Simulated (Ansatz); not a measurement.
# CCSD/def2-TZVP run of SiNH5 (SMILES [SiH3]N)

What is the vertical singlet–triplet gap of SiNH5 at CCSD/def2-TZVP? 

Program for the calculation: Ansatz 0.2.0.

55 further runs of the same task are left out: 55 set aside as unsound or not needed.

## Step 1: The structure to begin with

SiNH5 has 7 atoms, charge 0, and is taken as a singlet. SMILES: `[SiH3]N`. The shape is that of a PBE0-D4/def2-TZVP optimisation.

Bond lengths: Si1–N2 1.720 Å, Si1–H3 1.486 Å, Si1–H4 1.486 Å, Si1–H5 1.494 Å, N2–H6 1.007 Å, N2–H7 1.007 Å. Angles: Si1–N2–H6 119.6°, Si1–N2–H7 119.6°, N2–Si1–H3 107.9°, N2–Si1–H4 107.9°, N2–Si1–H5 116.0°, H6–N2–H7 110.7°, H3–Si1–H4 110.5°, H3–Si1–H5 107.3°, H4–Si1–H5 107.3°.

## Step 2: The energy at CCSD/def2-TZVP

The input, input.yaml:

```yaml
crystal:
  periodic: [false, false, false]
  atoms:
    - {symbol: Si, position_ang: [-0.413010, -0.292700, -0.422350]}
    - {symbol: N, position_ang: [0.611760, 0.348670, 0.801280]}
    - {symbol: H, position_ang: [-0.018320, -1.706330, -0.653330]}
    - {symbol: H, position_ang: [-1.813170, -0.217090, 0.068940]}
    - {symbol: H, position_ang: [-0.367930, 0.402730, -1.743970]}
    - {symbol: H, position_ang: [0.391580, 1.238230, 1.219480]}
    - {symbol: H, position_ang: [1.609100, 0.226510, 0.729930]}
basis:
  gaussian:
    orbitals: def2-TZVP
total_charge: 0
magnetization:
  spin_polarized: false
  initial_magnetization: 0
correlation:
  method: ccsd
  frozen_orbitals: {H: 0, "N": 1, Si: 5}
accuracy: high
scf:
  omitted_lower_state_checks: [cluster_reference, increment]
```

Started as:

```
$ ansatz run input.yaml --threads 1 --pin off --max-ram 3480MiB --events-out events.jsonl --progress --plain --runs-dir runs
```

Standard output, cut to the lines that bear on the results:

```text
Warning: RAYON_NUM_THREADS=1 ignored (pool sized by the plan → 1); use --threads N
Functional definition: HF
  name "HF"
[...]
1820 factors; integrals over basis functions are off by at most 3.8e-9 eV
[...]
mean field -9424.61127871 eV, -346.3480762616 hartree, gradient 6.9e-9 eV, S^2 0.000000; 0 other end points of the search recorded, 0 dependent functions left out
6 core orbitals not correlated: weight in the atoms' cores, before any rotation towards them, 1.000 or more for the frozen orbitals, at most 0.000 for the correlated occupied ones
reference -9424.61127871 eV, -346.3480762616 hartree; 7, 7 occupied and 85, 85 virtual orbitals, 1820 factors
second order -9.14044176 eV of doubles, -0.00000000 eV of singles
cycle   1  -9.71618637 eV  change   -5.8e-1 eV  update   6.5e-2
[...]
cycle  21  -10.03556489 eV  change  -5.6e-11 eV  update  7.1e-10
Total energy: -9434.64684360 eV, -346.7168764691 hartree
Checks for a lower state left out: cluster_reference, increment
```

Wall time 8.7 s (1 thread of Arm Neoverse V2, shared host); peak memory 0.67 GiB.

## Step 3: The triplet

The input, job.yaml:

```yaml
crystal:
  periodic: [false, false, false]
  atoms:
    - {symbol: Si, position_ang: [-0.413010, -0.292700, -0.422350]}
    - {symbol: "N", position_ang: [0.611760, 0.348670, 0.801280]}
    - {symbol: H, position_ang: [-0.018320, -1.706330, -0.653330]}
    - {symbol: H, position_ang: [-1.813170, -0.217090, 0.068940]}
    - {symbol: H, position_ang: [-0.367930, 0.402730, -1.743970]}
    - {symbol: H, position_ang: [0.391580, 1.238230, 1.219480]}
    - {symbol: H, position_ang: [1.609100, 0.226510, 0.729930]}
basis:
  gaussian:
    orbitals: def2-TZVP
magnetization:
  spin_polarized: true
  initial_magnetization: 2
correlation:
  method: ccsd
  frozen_orbitals: {H: 0, "N": 1, Si: 5}
accuracy: high
scf:
  omitted_lower_state_checks: [cluster_reference, increment]
```

Started as:

```
$ ansatz run job.yaml --threads 1 --pin off --max-ram 3480MiB --events-out events.jsonl --progress --plain --runs-dir runs
```

Standard output, cut to the lines that bear on the results:

```text
Warning: RAYON_NUM_THREADS=1 ignored (pool sized by the plan → 1); use --threads N
[... 2 set-up lines as earlier in the session ...]
[...]
1820 factors; integrals over basis functions are off by at most 3.8e-9 eV
[...]
mean field -9419.00690172 eV, -346.1421192061 hartree, gradient 5.0e-8 eV, S^2 2.010127; 4 other end points of the search recorded, 0 dependent functions left out
6 core orbitals not correlated: weight in the atoms' cores, before any rotation towards them, 1.000 or more for the frozen orbitals, at most 0.000 for the correlated occupied ones
reference -9419.00690172 eV, -346.1421192061 hartree; 8, 6 occupied and 84, 86 virtual orbitals, 1820 factors
second order -8.27761438 eV of doubles, -0.00000000 eV of singles
cycle   1  -9.04638539 eV  change   -7.7e-1 eV  update   8.3e-2
[...]
cycle  27  -9.45711634 eV  change  -2.8e-10 eV  update  9.8e-10
Total energy: -9428.46401806 eV, -346.4896618213 hartree
Checks for a lower state left out: cluster_reference, increment
```

Wall time 30 s (1 thread of Arm Neoverse V2, shared host); peak memory 1.2 GiB.

## Step 4: Results

At CCSD/def2-TZVP, 6 core orbitals frozen:

| quantity | value |
| --- | --- |
| singlet: total energy | -346.71688 Eh |
| singlet: correlation energy (6 core orbitals frozen) | -368.8 mEh |
| singlet: T1 diagnostic | 0.010 |
| triplet: total energy | -346.48966 Eh |
| triplet: correlation energy (6 core orbitals frozen) | -347.5 mEh |
| triplet: ⟨S²⟩ of the reference determinant | 2.010 |
| triplet: T1 diagnostic | 0.036 |
| vertical energy of the triplet above the singlet | 6.183 eV |

What this shows: At this shape the triplet lies 6.18 eV (597 kJ/mol) above the singlet.
